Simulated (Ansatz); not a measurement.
Ansatz (a quantum-chemistry and plane-wave program) input:
A basis named .json is the Basis Set Exchange file of that set.

Ansatz 0.2 input:
```yaml
crystal:
  periodic: [false, false, false]
  atoms:
    - {symbol: Al, position_ang: [-0.00000000, 0.00000000, 0.00000000]}
    - {symbol: F, position_ang: [-0.00033933, 1.63398176, 0.02535082]}
    - {symbol: F, position_ang: [1.41503821, -0.81619414, -0.04509083]}
    - {symbol: F, position_ang: [-1.41469888, -0.81778762, 0.01974001]}
basis:
  gaussian:
    orbitals: aug-cc-pV_Q+d_Z.json
    fitting: {mean_field: def2-universal-jkfit, correlation: aug-cc-pVQZ-RIFIT.json}
total_charge: 1
magnetization: {spin_polarized: true, initial_magnetization: 1}
correlation: {method: mp2, electrons: outside_noble_gas}
```

Problem. What final total energy does it print?

Solution. -540.96121 Eh (RI-MP2/aug-cc-pV(Q+d)Z). The basis has 329 functions.

This state (charge 1, doublet) is run at the relaxed geometry of the species with charge 0 and multiplicity 1.
